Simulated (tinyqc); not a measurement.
Inside a calculation (part 1 of 2). Method: RHF in the sto-6g basis, for OH-, spin multiplicity 1. The basis has no diffuse functions, so it cannot describe the extra electron: this is an exercise in the method, not the real anion. Computed by tinyqc, a small Python program that keeps every step (integrals from PySCF). Settings: charge = -1, multiplicity = 1, basis = sto-6g, energy threshold = 1e-10, iteration cap = 90, orthogonalisation = symmetric, start = random, DIIS depth = 4, method = RHF. Command: `OMP_NUM_THREADS=1 python tinyqc.py 21047 21048 out.jsonl` (the two numbers bound the seeds that draw the settings). One thread of a shared host (Intel(R) Xeon(R) Processor @ 2.60GHz), about 0.1 s of CPU time with the checks. Later iterations appear only in the table of the cycle.

## One-electron integrals

Geometry (angstrom):
```
atom,x,y,z
O,0.000000,0.000000,0.000000
H,0.000000,0.000000,1.083000
```

Basis sto-6g: exponents (1/bohr^2) and contraction coefficients of normalised primitives:
```
element,l (shell),exponent,coefficient
O,s (1),1355.584234,0.009164
O,s (1),248.544885,0.049361
O,s (1),69.533902,0.168538
O,s (1),23.886772,0.370563
O,s (1),9.275933,0.416492
O,s (1),3.820341,0.130334
O,s (2),52.187762,-0.013253
O,s (2),10.329320,-0.046992
O,s (2),3.210345,-0.033785
O,s (2),1.235135,0.250242
O,s (2),0.536420,0.595117
O,s (2),0.245881,0.240706
O,p (3),52.187762,0.003760
O,p (3),10.329320,0.037679
O,p (3),3.210345,0.173897
O,p (3),1.235135,0.418036
O,p (3),0.536420,0.425860
O,p (3),0.245881,0.101708
H,s (1),35.523221,0.009164
H,s (1),6.513144,0.049361
H,s (1),1.822143,0.168538
H,s (1),0.625955,0.370563
H,s (1),0.243077,0.416492
H,s (1),0.100112,0.130334
```

Overlap, kinetic and nuclear-attraction integrals over the contracted functions; the nuclear repulsion is the sum of Za Zb / Rab.

nuclear repulsion = 3.90897293 hartree

overlap S:
```
,1O 1s,1O 2s,1O 2px,1O 2py,1O 2pz,2H 1s
1O 1s,1.000000,0.231145,0.000000,0.000000,0.000000,0.041504
1O 2s,0.231145,1.000000,0.000000,0.000000,0.000000,0.398334
1O 2px,0.000000,0.000000,1.000000,0.000000,0.000000,0.000000
1O 2py,0.000000,0.000000,0.000000,1.000000,0.000000,0.000000
1O 2pz,0.000000,0.000000,0.000000,0.000000,1.000000,0.346557
2H 1s,0.041504,0.398334,0.000000,0.000000,0.346557,1.000000
```

kinetic energy T (hartree):
```
,1O 1s,1O 2s,1O 2px,1O 2py,1O 2pz,2H 1s
1O 1s,29.327197,-0.896024,0.000000,0.000000,0.000000,-0.005604
1O 2s,-0.896024,0.842618,0.000000,0.000000,0.000000,0.075418
1O 2px,0.000000,0.000000,2.531309,0.000000,0.000000,0.000000
1O 2py,0.000000,0.000000,0.000000,2.531309,0.000000,0.000000
1O 2pz,0.000000,0.000000,0.000000,0.000000,2.531309,0.195669
2H 1s,-0.005604,0.075418,0.000000,0.000000,0.195669,0.768522
```

nuclear attraction V (hartree):
```
,1O 1s,1O 2s,1O 2px,1O 2py,1O 2pz,2H 1s
1O 1s,-61.746937,-6.264224,0.000000,0.000000,-0.012830,-1.289222
1O 2s,-6.264224,-9.485949,0.000000,0.000000,-0.147799,-2.910117
1O 2px,0.000000,0.000000,-9.454244,0.000000,0.000000,0.000000
1O 2py,0.000000,0.000000,0.000000,-9.454244,0.000000,0.000000
1O 2pz,-0.012830,-0.147799,0.000000,0.000000,-9.548151,-2.279912
2H 1s,-1.289222,-2.910117,0.000000,0.000000,-2.279912,-5.062146
```

core Hamiltonian H = T + V (hartree):
```
,1O 1s,1O 2s,1O 2px,1O 2py,1O 2pz,2H 1s
1O 1s,-32.419740,-7.160248,0.000000,0.000000,-0.012830,-1.294825
1O 2s,-7.160248,-8.643331,0.000000,0.000000,-0.147799,-2.834699
1O 2px,0.000000,0.000000,-6.922935,0.000000,0.000000,0.000000
1O 2py,0.000000,0.000000,0.000000,-6.922935,0.000000,0.000000
1O 2pz,-0.012830,-0.147799,0.000000,0.000000,-7.016843,-2.084243
2H 1s,-1.294825,-2.834699,0.000000,0.000000,-2.084243,-4.293624
```

## Two-electron integrals

Functions are numbered as in S; the eight-fold symmetry (ij|kl) = (ji|kl) = (kl|ij) leaves the list below.

Two-electron integrals (ij|kl) in chemists' order, unique and non-zero (hartree):
```
i,j,k,l,(ij|kl)
1,1,1,1,4.787491
2,1,1,1,0.675884
2,1,2,1,0.121505
2,2,1,1,1.117379
2,2,2,1,0.249212
2,2,2,2,0.817383
3,1,3,1,0.025762
3,2,3,1,0.039145
3,2,3,2,0.180664
3,3,1,1,1.117381
3,3,2,1,0.249212
3,3,2,2,0.817382
3,3,3,3,0.880663
4,1,4,1,0.025762
4,2,4,1,0.039145
4,2,4,2,0.180664
4,3,4,3,0.047461
4,4,1,1,1.117381
4,4,2,1,0.249212
4,4,2,2,0.817382
4,4,3,3,0.785741
4,4,4,4,0.880663
5,1,5,1,0.025762
5,2,5,1,0.039145
5,2,5,2,0.180664
5,3,5,3,0.047461
5,4,5,4,0.047461
5,5,1,1,1.117381
5,5,2,1,0.249212
5,5,2,2,0.817382
5,5,3,3,0.785741
5,5,4,4,0.785741
5,5,5,5,0.880663
6,1,1,1,0.129272
6,1,2,1,0.022282
6,1,2,2,0.044724
6,1,3,3,0.044628
6,1,4,4,0.044628
6,1,5,1,0.001092
6,1,5,2,0.002137
6,1,5,5,0.044915
6,1,6,1,0.004165
6,2,1,1,0.323632
6,2,2,1,0.073236
6,2,2,2,0.267142
6,2,3,3,0.262641
6,2,4,4,0.262641
6,2,5,1,0.005878
6,2,5,2,0.043954
6,2,5,5,0.276142
6,2,6,1,0.013512
6,2,6,2,0.110084
6,3,3,1,0.008012
6,3,3,2,0.045515
6,3,5,3,0.009002
6,3,6,3,0.015295
6,4,4,1,0.008012
6,4,4,2,0.045515
6,4,5,4,0.009002
6,4,6,4,0.015295
6,5,1,1,0.238184
6,5,2,1,0.054650
6,5,2,2,0.212588
6,5,3,3,0.203110
6,5,4,4,0.203110
6,5,5,1,0.011817
6,5,5,2,0.078269
6,5,5,5,0.231544
6,5,6,1,0.010528
6,5,6,2,0.106492
6,5,6,5,0.117119
6,6,1,1,0.477407
6,6,2,1,0.110046
6,6,2,2,0.460045
6,6,3,3,0.441990
6,6,4,4,0.441990
6,6,5,1,0.011108
6,6,5,2,0.114610
6,6,5,5,0.496154
6,6,6,1,0.020494
6,6,6,2,0.243935
6,6,6,5,0.269136
6,6,6,6,0.774999
```

## Orthogonalisation

S = U s U^T; symmetric (Loewdin) form X = U s^(-1/2) U^T, so that X^T S X = 1.

eigenvalues of S: 0.453713  0.843080  1.000000  1.000000  1.130764  1.572443

X:
```
,1O 1s,1O 2s,1O 2px,1O 2py,1O 2pz,2H 1s
1O 1s,1.021695,-0.127066,0.000000,0.000000,-0.006335,0.019223
1O 2s,-0.127066,1.099446,0.000000,0.000000,0.066984,-0.248517
1O 2px,0.000000,0.000000,1.000000,0.000000,0.000000,0.000000
1O 2py,0.000000,0.000000,0.000000,1.000000,0.000000,0.000000
1O 2pz,-0.006335,0.066984,0.000000,0.000000,1.057095,-0.212537
2H 1s,0.019223,-0.248517,0.000000,0.000000,-0.212537,1.133329
```

## Starting guess

The start is random orthonormal orbitals; D = 2 C_occ C_occ^T.

D at the start:
```
,1O 1s,1O 2s,1O 2px,1O 2py,1O 2pz,2H 1s
1O 1s,2.077218,-0.319760,0.160656,0.090604,-0.118228,0.025908
1O 2s,-0.319760,1.372656,-0.846106,-0.477172,0.747405,-0.496418
1O 2px,0.160656,-0.846106,1.408201,-0.333753,0.245677,0.452331
1O 2py,0.090604,-0.477172,-0.333753,1.811776,0.138552,0.255098
1O 2pz,-0.118228,0.747405,0.245677,0.138552,2.232311,-1.152410
2H 1s,0.025908,-0.496418,0.452331,0.255098,-1.152410,2.437742
```

## Iteration 1: building the Fock matrix

J_ij = sum D_kl (ij|kl), K_ij = sum D_kl (ik|jl); F = H + J - 0.5 K; E = tr D H + tr D J / 2 - 0.25 tr D K + E_nn.

Coulomb J (hartree):
```
,1O 1s,1O 2s,1O 2px,1O 2py,1O 2pz,2H 1s
1O 1s,17.438691,3.097862,-0.050715,-0.028601,0.046485,0.575065
1O 2s,3.097862,8.108834,-0.251969,-0.142101,0.316268,2.759166
1O 2px,-0.050715,-0.251969,8.052285,-0.031681,0.031464,-0.056186
1O 2py,-0.028601,-0.142101,-0.031681,8.090593,0.017745,-0.031687
1O 2pz,0.046485,0.316268,0.031464,0.017745,8.183621,2.317674
2H 1s,0.575065,2.759166,-0.056186,-0.031687,2.317674,5.280057
```

exchange K (hartree):
```
,1O 1s,1O 2s,1O 2px,1O 2py,1O 2pz,2H 1s
1O 1s,9.811880,1.537431,-0.036517,-0.020594,0.018663,0.303742
1O 2s,1.537431,2.105650,-0.658738,-0.371504,0.437243,0.941590
1O 2px,-0.036517,-0.658738,1.680319,-0.278084,0.300643,0.006680
1O 2py,-0.020594,-0.371504,-0.278084,2.016579,0.169552,0.003767
1O 2pz,0.018663,0.437243,0.300643,0.169552,2.069948,0.704232
2H 1s,0.303742,0.941590,0.006680,0.003767,0.704232,1.646320
```

Fock matrix F (hartree):
```
,1O 1s,1O 2s,1O 2px,1O 2py,1O 2pz,2H 1s
1O 1s,-19.886989,-4.831102,-0.032457,-0.018304,0.024323,-0.871631
1O 2s,-4.831102,-1.587322,0.077400,0.043651,-0.050153,-0.546329
1O 2px,-0.032457,0.077400,0.289190,0.107361,-0.118857,-0.059526
1O 2py,-0.018304,0.043651,0.107361,0.159368,-0.067031,-0.033570
1O 2pz,0.024323,-0.050153,-0.118857,-0.067031,0.131805,-0.118685
2H 1s,-0.871631,-0.546329,-0.059526,-0.033570,-0.118685,0.163273
```

total energy of this density = -73.31284697 hartree

## Iteration 1: diagonalisation and new density

Diagonalise F' = X^T F X, C = X C', fill 5 alpha and 5 beta electrons from the bottom; D = 2 C_occ C_occ^T. Each column has its largest component positive (the first on a tie).

F' = X^T F X (hartree):
```
,1,2,3,4,5,6
1,-19.562365,-2.505307,-0.043387,-0.024469,0.010546,-0.132211
2,-2.505307,-0.639660,0.096053,0.054170,0.042741,-0.407079
3,-0.043387,0.096053,0.289190,0.107361,-0.107602,-0.062060
4,-0.024469,0.054170,0.107361,0.159368,-0.060683,-0.035000
5,0.010546,0.042741,-0.107602,-0.060683,0.209951,-0.247568
6,-0.132211,-0.407079,-0.062060,-0.035000,-0.247568,0.477893
```

orbital energies (hartree): MO1 -19.890170, MO2 -0.481475, MO3 0.022072, MO4 0.098820, MO5 0.430433, MO6 0.754695

coefficients C:
```
,MO1,MO2,MO3,MO4,MO5,MO6
1O 1s,0.996841,-0.233339,0.041513,0.000000,-0.031052,0.097920
1O 2s,0.013798,0.926343,-0.221248,0.000000,0.111434,-0.609512
1O 2px,0.001536,-0.074570,0.383814,-0.491229,0.770273,-0.111794
1O 2py,0.000866,-0.042054,0.216457,0.871030,0.434405,-0.063047
1O 2pz,-0.000254,0.051172,0.761709,0.000000,-0.462884,-0.608333
2H 1s,-0.002692,0.188271,0.281490,0.000000,0.041869,1.129289
```

D after iteration 1:
```
,1O 1s,1O 2s,1O 2px,1O 2py,1O 2pz,2H 1s
1O 1s,2.101655,-0.430086,0.021894,0.012347,0.067602,-0.072457
1O 2s,-0.430086,1.839338,-0.136279,-0.076856,-0.345415,0.233507
1O 2px,0.021894,-0.136279,1.975004,-0.014097,-0.136016,0.252495
1O 2py,0.012347,-0.076856,-0.014097,1.992050,-0.076708,0.142398
1O 2pz,0.067602,-0.345415,-0.136016,-0.076708,1.594161,0.409336
2H 1s,-0.072457,0.233507,0.252495,0.142398,0.409336,0.232886
```

## Iteration 2: building the Fock matrix

As before.

Coulomb J (hartree):
```
,1O 1s,1O 2s,1O 2px,1O 2py,1O 2pz,2H 1s
1O 1s,18.188097,3.261612,-0.005495,-0.003099,-0.008711,0.601195
1O 2s,3.261612,8.582517,-0.024543,-0.013841,-0.008531,2.754530
1O 2px,-0.005495,-0.024543,8.579975,-0.001338,-0.008365,-0.006780
1O 2py,-0.003099,-0.013841,-0.001338,8.581593,-0.004717,-0.003824
1O 2pz,-0.008711,-0.008531,-0.008365,-0.004717,8.585980,2.173756
2H 1s,0.601195,2.754530,-0.006780,-0.003824,2.173756,4.733310
```

exchange K (hartree):
```
,1O 1s,1O 2s,1O 2px,1O 2py,1O 2pz,2H 1s
1O 1s,9.840570,1.572635,-0.000978,-0.000552,-0.000727,0.311099
1O 2s,1.572635,2.724918,-0.051892,-0.029265,-0.099855,0.979507
1O 2px,-0.000978,-0.051892,2.293320,-0.011745,-0.059771,0.045769
1O 2py,-0.000552,-0.029265,-0.011745,2.307523,-0.033709,0.025812
1O 2pz,-0.000727,-0.099855,-0.059771,-0.033709,2.196648,0.729717
2H 1s,0.311099,0.979507,0.045769,0.025812,0.729717,0.886621
```

Fock matrix F (hartree):
```
,1O 1s,1O 2s,1O 2px,1O 2py,1O 2pz,2H 1s
1O 1s,-19.151927,-4.684953,-0.005006,-0.002823,-0.021177,-0.849179
1O 2s,-4.684953,-1.423273,0.001403,0.000791,-0.106403,-0.569923
1O 2px,-0.005006,0.001403,0.510379,0.004535,0.021521,-0.029664
1O 2py,-0.002823,0.000791,0.004535,0.504896,0.012137,-0.016729
1O 2pz,-0.021177,-0.106403,0.021521,0.012137,0.470813,-0.275346
2H 1s,-0.849179,-0.569923,-0.029664,-0.016729,-0.275346,-0.003624
```

total energy of this density = -74.42468116 hartree

## Iteration 2: DIIS over 2 matrices

error matrix X^T (FDS - SDF) X:
```
,1,2,3,4,5,6
1,0.000000,0.022120,0.007868,0.004437,0.004649,-0.070916
2,-0.022120,0.000000,-0.004460,-0.002515,0.192980,0.137110
3,-0.007868,0.004460,0.000000,0.000000,0.069577,0.034468
4,-0.004437,0.002515,0.000000,0.000000,0.039239,0.019439
5,-0.004649,-0.192980,-0.069577,-0.039239,0.000000,0.647492
6,0.070916,-0.137110,-0.034468,-0.019439,-0.647492,0.000000
```

B (overlaps of the stored error matrices):
```
,1,2
1,3.2279312e+00,1.3241131e-01
2,1.3241131e-01,9.7776020e-01
```

Minimise |sum c_i e_i|^2 with sum c_i = 1: solve [B -1; -1 0][c; lambda] = [0; -1] with B_ij = tr e_i^T e_j, and take F = sum c_i F_i.

DIIS coefficients: 0.214508  0.785492

extrapolated F (hartree):
```
,1O 1s,1O 2s,1O 2px,1O 2py,1O 2pz,2H 1s
1O 1s,-19.309604,-4.716303,-0.010894,-0.006144,-0.011417,-0.853995
1O 2s,-4.716303,-1.458463,0.017705,0.009985,-0.094337,-0.564862
1O 2px,-0.010894,0.017705,0.462932,0.026592,-0.008591,-0.036070
1O 2py,-0.006144,0.009985,0.026592,0.430777,-0.004845,-0.020342
1O 2pz,-0.011417,-0.094337,-0.008591,-0.004845,0.398093,-0.241741
2H 1s,-0.853995,-0.564862,-0.036070,-0.020342,-0.241741,0.032177
```

## Iteration 2: diagonalisation and new density

As before.

F' = X^T F X (hartree):
```
,1,2,3,4,5,6
1,-18.986215,-2.474588,-0.014019,-0.007906,-0.027258,-0.117655
2,-2.474588,-0.504114,0.029238,0.016489,0.055339,-0.437167
3,-0.014019,0.029238,0.462932,0.026592,-0.000161,-0.043662
4,-0.007906,0.016489,0.026592,0.430777,-0.000091,-0.024624
5,-0.027258,0.055339,-0.000161,-0.000091,0.552189,-0.421811
6,-0.117655,-0.437167,-0.043662,-0.024624,-0.421811,0.394727
```

orbital energies (hartree): MO1 -19.313371, MO2 -0.423901, MO3 0.194445, MO4 0.415781, MO5 0.480884, MO6 0.996459

coefficients C:
```
,MO1,MO2,MO3,MO4,MO5,MO6
1O 1s,0.996463,-0.213569,-0.121018,0.000000,-0.012976,0.083980
1O 2s,0.015531,0.811554,0.599648,0.000000,0.051359,-0.519710
1O 2px,0.000529,-0.003702,-0.131794,-0.491229,0.857889,-0.073052
1O 2py,0.000298,-0.002088,-0.074327,0.871030,0.483818,-0.041199
1O 2pz,0.001842,0.129289,-0.592237,0.000000,-0.165263,-0.878848
2H 1s,-0.003636,0.339497,-0.563854,0.000000,-0.001786,0.979046
```

D after iteration 2:
```
,1O 1s,1O 2s,1O 2px,1O 2py,1O 2pz,2H 1s
1O 1s,2.106726,-0.462162,0.012270,0.006920,0.096078,-0.015738
1O 2s,-0.462162,2.042152,-0.075932,-0.042823,-0.517335,-0.125484
1O 2px,0.012270,-0.075932,1.989327,-0.006019,-0.128404,0.143043
1O 2py,0.006920,-0.042823,-0.006019,1.996605,-0.072415,0.080671
1O 2pz,0.096078,-0.517335,-0.128404,-0.072415,0.789551,0.756234
2H 1s,-0.015738,-0.125484,0.143043,0.080671,0.756234,0.866412
```

## Iteration 3: building the Fock matrix

As before.

Coulomb J (hartree):
```
,1O 1s,1O 2s,1O 2px,1O 2py,1O 2pz,2H 1s
1O 1s,17.767676,3.169552,-0.003020,-0.001703,-0.009564,0.584582
1O 2s,3.169552,8.347942,-0.013455,-0.007588,0.027174,2.724563
1O 2px,-0.003020,-0.013455,8.356827,-0.000571,-0.009613,-0.004652
1O 2py,-0.001703,-0.007588,-0.000571,8.357518,-0.005421,-0.002623
1O 2pz,-0.009564,0.027174,-0.009613,-0.005421,8.329478,2.182362
2H 1s,0.584582,2.724563,-0.004652,-0.002623,2.182362,4.897225
```

exchange K (hartree):
```
,1O 1s,1O 2s,1O 2px,1O 2py,1O 2pz,2H 1s
1O 1s,9.827953,1.544724,-0.000339,-0.000191,0.001786,0.306010
1O 2s,1.544724,2.650111,-0.028166,-0.015885,-0.161481,0.958987
1O 2px,-0.000339,-0.028166,2.286388,-0.005015,-0.076645,0.015422
1O 2py,-0.000191,-0.015885,-0.005015,2.292453,-0.043225,0.008698
1O 2pz,0.001786,-0.161481,-0.076645,-0.043225,1.703202,0.798033
2H 1s,0.306010,0.958987,0.015422,0.008698,0.798033,1.283030
```

Fock matrix F (hartree):
```
,1O 1s,1O 2s,1O 2px,1O 2py,1O 2pz,2H 1s
1O 1s,-19.566039,-4.763058,-0.002851,-0.001608,-0.023286,-0.863248
1O 2s,-4.763058,-1.620444,0.000628,0.000354,-0.039885,-0.589630
1O 2px,-0.002851,0.000628,0.290697,0.001936,0.028710,-0.012363
1O 2py,-0.001608,0.000354,0.001936,0.288356,0.016191,-0.006972
1O 2pz,-0.023286,-0.039885,0.028710,0.016191,0.461035,-0.300898
2H 1s,-0.863248,-0.589630,-0.012363,-0.006972,-0.300898,-0.037914
```

total energy of this density = -74.75894709 hartree

## Iteration 3: DIIS over 3 matrices

error matrix X^T (FDS - SDF) X:
```
,1,2,3,4,5,6
1,0.000000,0.001781,0.001280,0.000722,-0.005424,-0.002731
2,-0.001781,0.000000,-0.007139,-0.004026,0.086870,-0.014571
3,-0.001280,0.007139,0.000000,0.000000,0.040670,-0.021415
4,-0.000722,0.004026,0.000000,0.000000,0.022936,-0.012077
5,0.005424,-0.086870,-0.040670,-0.022936,0.000000,0.177576
6,0.002731,0.014571,0.021415,0.012077,-0.177576,0.000000
```

B (overlaps of the stored error matrices):
```
,1,2,3
1,3.2279312e+00,1.3241131e-01,9.1070772e-02
2,1.3241131e-01,9.7776020e-01,2.6553057e-01
3,9.1070772e-02,2.6553057e-01,8.4371735e-02
```

As before.

DIIS coefficients: -0.017584  -0.345749  1.363334

extrapolated F (hartree):
```
,1O 1s,1O 2s,1O 2px,1O 2py,1O 2pz,2H 1s
1O 1s,-19.703575,-4.788866,-0.001585,-0.000894,-0.024853,-0.867965
1O 2s,-4.788866,-1.689198,-0.000989,-0.000558,-0.016706,-0.597205
1O 2px,-0.001585,-0.000989,0.214769,-0.000816,0.033790,-0.005552
1O 2py,-0.000894,-0.000558,-0.000816,0.215756,0.019056,-0.003131
1O 2pz,-0.024853,-0.016706,0.033790,0.019056,0.463443,-0.312937
2H 1s,-0.867965,-0.597205,-0.005552,-0.003131,-0.312937,-0.053308
```

## Iteration 3: diagonalisation and new density

As before.

F' = X^T F X (hartree):
```
,1,2,3,4,5,6
1,-19.382454,-2.473967,-0.001814,-0.001023,-0.052252,-0.121280
2,-2.473967,-0.743270,0.002757,0.001555,0.159062,-0.423038
3,-0.001814,0.002757,0.214769,-0.000816,0.036843,-0.013258
4,-0.001023,0.001555,-0.000816,0.215756,0.020778,-0.007477
5,-0.052252,0.159062,0.036843,0.020778,0.664412,-0.526530
6,-0.121280,-0.423038,-0.013258,-0.007477,-0.526530,0.334397
```

orbital energies (hartree): MO1 -19.706824, MO2 -0.598959, MO3 0.034953, MO4 0.213896, MO5 0.216216, MO6 1.144328

coefficients C:
```
,MO1,MO2,MO3,MO4,MO5,MO6
1O 1s,0.996744,-0.229588,0.092905,0.012014,0.000000,-0.073701
1O 2s,0.014363,0.899044,-0.512073,-0.068941,0.000000,0.464452
1O 2px,0.000075,0.000940,-0.079325,0.866518,-0.491229,0.039341
1O 2py,0.000042,0.000530,-0.044736,0.488684,0.871030,0.022187
1O 2pz,0.002388,0.032775,0.525632,0.005257,0.000000,0.943267
2H 1s,-0.003553,0.242477,0.701247,0.105298,0.000000,-0.911094
```

D after iteration 3:
```
,1O 1s,1O 2s,1O 2px,1O 2py,1O 2pz,2H 1s
1O 1s,2.109968,-0.480992,0.005799,0.003270,0.087505,0.014406
1O 2s,-0.480992,2.150917,-0.036544,-0.020610,-0.480048,-0.296805
1O 2px,0.005799,-0.036544,1.996905,-0.001746,-0.074219,0.071687
1O 2py,0.003270,-0.020610,-0.001746,1.999015,-0.041857,0.040429
1O 2pz,0.087505,-0.480048,-0.074219,-0.041857,0.554792,0.754180
2H 1s,0.014406,-0.296805,0.071687,0.040429,0.754180,1.123287
```

## Iteration 4: building the Fock matrix

As before.

Coulomb J (hartree):
```
,1O 1s,1O 2s,1O 2px,1O 2py,1O 2pz,2H 1s
1O 1s,17.646680,3.142550,-0.001414,-0.000797,-0.006230,0.579911
1O 2s,3.142550,8.275822,-0.006225,-0.003511,0.054163,2.718202
1O 2px,-0.001414,-0.006225,8.289476,-0.000166,-0.005754,-0.002377
1O 2py,-0.000797,-0.003511,-0.000166,8.289676,-0.003245,-0.001341
1O 2pz,-0.006230,0.054163,-0.005754,-0.003245,8.248312,2.190303
2H 1s,0.579911,2.718202,-0.002377,-0.001341,2.190303,4.956586
```

exchange K (hartree):
```
,1O 1s,1O 2s,1O 2px,1O 2py,1O 2pz,2H 1s
1O 1s,9.826668,1.535567,-0.000135,-0.000076,0.002810,0.303961
1O 2s,1.535567,2.630393,-0.012710,-0.007168,-0.142237,0.945310
1O 2px,-0.000135,-0.012710,2.289073,-0.001455,-0.046634,0.006083
1O 2py,-0.000076,-0.007168,-0.001455,2.290832,-0.026300,0.003430
1O 2pz,0.002810,-0.142237,-0.046634,-0.026300,1.518220,0.791776
2H 1s,0.303961,0.945310,0.006083,0.003430,0.791776,1.390553
```

Fock matrix F (hartree):
```
,1O 1s,1O 2s,1O 2px,1O 2py,1O 2pz,2H 1s
1O 1s,-19.686393,-4.785481,-0.001346,-0.000759,-0.020464,-0.866895
1O 2s,-4.785481,-1.682705,0.000130,0.000073,-0.022518,-0.589152
1O 2px,-0.001346,0.000130,0.222004,0.000562,0.017562,-0.005418
1O 2py,-0.000759,0.000073,0.000562,0.221325,0.009905,-0.003056
1O 2pz,-0.020464,-0.022518,0.017562,0.009905,0.472359,-0.289828
2H 1s,-0.866895,-0.589152,-0.005418,-0.003056,-0.289828,-0.032315
```

total energy of this density = -74.78431240 hartree

## Iteration 4: DIIS over 4 matrices

error matrix X^T (FDS - SDF) X:
```
,1,2,3,4,5,6
1,0.000000,-0.001627,0.000382,0.000216,-0.006587,0.005463
2,0.001627,0.000000,-0.005769,-0.003254,0.012120,-0.010990
3,-0.000382,0.005769,0.000000,0.000000,0.020515,-0.016793
4,-0.000216,0.003254,0.000000,0.000000,0.011570,-0.009470
5,0.006587,-0.012120,-0.020515,-0.011570,0.000000,-0.003804
6,-0.005463,0.010990,0.016793,0.009470,0.003804,0.000000
```

B (overlaps of the stored error matrices):
```
,1,2,3,4
1,3.2279312e+00,1.3241131e-01,9.1070772e-02,1.6565137e-02
2,1.3241131e-01,9.7776020e-01,2.6553057e-01,-1.8579260e-03
3,9.1070772e-02,2.6553057e-01,8.4371735e-02,4.3678707e-03
4,1.6565137e-02,-1.8579260e-03,4.3678707e-03,2.6569425e-03
```

As before.

DIIS coefficients: 0.001196  0.126799  -0.453243  1.325248

extrapolated F (hartree):
```
,1O 1s,1O 2s,1O 2px,1O 2py,1O 2pz,2H 1s
1O 1s,-19.673413,-4.782952,-0.001165,-0.000657,-0.019222,-0.866307
1O 2s,-4.782952,-1.677915,0.000158,0.000089,-0.025316,-0.586446
1O 2px,-0.001165,0.000158,0.227515,0.000570,0.012849,-0.005410
1O 2py,-0.000657,0.000089,0.000570,0.226826,0.007246,-0.003051
1O 2pz,-0.019222,-0.025316,0.012849,0.007246,0.476888,-0.282769
2H 1s,-0.866307,-0.586446,-0.005410,-0.003051,-0.282769,-0.025905
```
